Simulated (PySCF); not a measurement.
An unknown is described by computed data only.

Formula: C4H4.

| Quantity | Value |
| --- | --- |
| Polarisability | 49.9 au [CAM-B3LYP/def2-SVPD] |
| 1H NMR | chemical shifts (computed TMS as zero) by class: 6.07 (1 H), 5.90 (1 H), 5.87 (1 H), 3.14 (1 H) ppm [GIAO PBE0/pcSseg-1] |
| 13C NMR | chemical shifts (computed TMS as zero) by class: 139.3 (1 C), 125.3 (1 C), 89.3 (1 C), 84.8 (1 C) ppm [GIAO PBE0/pcSseg-1] |
| Rotational structure | rotational constants A, B, C: 50.800, 4.706, 4.307 GHz [PBE0-D3(BJ)/def2-SVP] |
| Triplet | lowest triplet excitation (Tamm–Dancoff): 3.41 eV [TDA CAM-B3LYP/def2-SVPD] |
| Couplings | largest of the computed one-bond spin–spin couplings (means over like bonds): 13C–1H +276.1, 13C–13C +213.8, 13C–1H +172.5, 13C–1H +171.6, 13C–1H +171.2, 13C–13C +99.5, 13C–13C +83.0 Hz [B3LYP/pcJ-1] |
| Valence photoelectron | vertical ionisation energy: 9.44 eV [ΔSCF CAM-B3LYP/def2-SVPD] |
| UV, first state | lowest singlet excitation: 5.41 eV (229 nm, f = 0.000) [TDDFT CAM-B3LYP/def2-SVPD] |

The electronic properties come from PySCF, for the isolated species, density fitting. Levels stand in brackets. Geometry: PBE0-D3(BJ)/def2-SVP; no solvent, vibrations or thermal averaging. NMR classes are plain means over equivalent atoms (diastereotopic ones count apart unless rotation or inversion swaps them), as if these changed places fast.

Task: Propose a structure and show how it fits.

Result: Numbering: `[CH:1]#[C:2][CH:3]=[CH2:4]`. Its formula, C4H4, gives 3 degrees of unsaturation: 0 rings and 3 π bonds in the structure found. 4 carbons fall into 4 classes; from least to most shielded: terminal =CH2 carbon [C4] (139.3 ppm), alkene CH carbon [C3] (125.3 ppm), terminal alkyne carbon [C1] (89.3 ppm), alkyne carbon [C2] (84.8 ppm). Hydrogen classes from least to most shielded: 1 H on a terminal =CH2 carbon, C4 (6.07 ppm), 1 H on an alkene CH carbon, C3 (5.90 ppm), 1 H on a terminal =CH2 carbon, C4 (5.87 ppm), 1 H on a terminal alkyne carbon, C1 (3.14 ppm). The couplings run between: +276.1 Hz, terminal alkyne carbon [C1] and its hydrogen; +213.8 Hz, terminal alkyne carbon [C1] and alkyne carbon [C2]; +172.5 Hz, terminal =CH2 carbon [C4] and its hydrogen; +171.6 Hz, terminal =CH2 carbon [C4] and its hydrogen; +171.2 Hz, alkene CH carbon [C3] and its hydrogen; +99.5 Hz, alkyne carbon [C2] and alkene CH carbon [C3]; +83.0 Hz, alkene CH carbon [C3] and terminal =CH2 carbon [C4]. The first electron is taken from the HOMO, whose largest Löwdin shares are 0.27 on the terminal alkyne carbon, 0.24 on the terminal =CH2 carbon, 0.23 on the alkyne carbon and 0.19 on the alkene CH carbon. The optimised geometry has point group Cs and is an asymmetric top. Structure: `C#CC=C` (1-buten-3-yne). Computed isomers that give other values at the same levels: `C=C1C=C1` (rotational constant A: 29.203 GHz; this holds for the one conformer computed); `C1=CC=C1` (rotational constant A: 16.963 GHz; this holds for the one conformer computed); `C=C=C=C` (13C chemical shifts (computed TMS as zero) by class: 189.3 (2 C), 103.8 (2 C) ppm). The assignments are read from this structure; whether some other isomer fits the data as well wasn't checked.
